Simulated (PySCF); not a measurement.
Molecule: Nitrogen trifluoride (SMILES FN(F)F).

Atom-mapped SMILES (the numbers label the heavy atoms): `[F:1][N:2]([F:3])[F:4]`.

Geometry PBE0-D3(BJ)/def2-SVP throughout; GIAO in PySCF 2.14, gas phase, one conformer, non-relativistic; equivalent atoms averaged; basis pcSseg-2.

Q: How do the absolute shieldings σ depend on the functional? (ppm; last column core-seconds on 1 thread of an Arm Neoverse V2, shared host; the GGAs took longer than the global hybrids here, which isn't the general rule, and the cause wasn't traced)

A: 
| functional | kind | F1/F3/F4 | N2 | core-s |
| --- | --- | --- | --- | --- |
| HF | Hartree–Fock | 132.6 | -92.4 | 1.9 |
| LDA | LDA | 29.1 | -165.1 | 4.4 |
| PBE | GGA | 37.2 | -156.2 | 5.7 |
| BLYP | GGA | 29.5 | -168.6 | 5.4 |
| BP86 | GGA | 38.0 | -156.7 | 5.7 |
| OPBE | GGA | 58.8 | -133.5 | 5.6 |
| KT2 | GGA | 44.7 | -138.9 | 5.8 |
| KT3 | GGA | 50.9 | -137.2 | 5.7 |
| B97-D | GGA | 47.2 | -151.4 | 5.5 |
| B3LYP | global hybrid | 53.3 | -154.6 | 4.1 |
| PBE0 | global hybrid | 66.4 | -139.1 | 4 |
| mPW1PW91 | global hybrid | 66.6 | -141.4 | 4.1 |

Q: Which nucleus moves most, in ppm?

A: F1/F3/F4 (fluorine bonded to N): from 29.1 ppm with LDA to 132.6 ppm with HF. The smallest spread is 76.2 ppm, at N2.
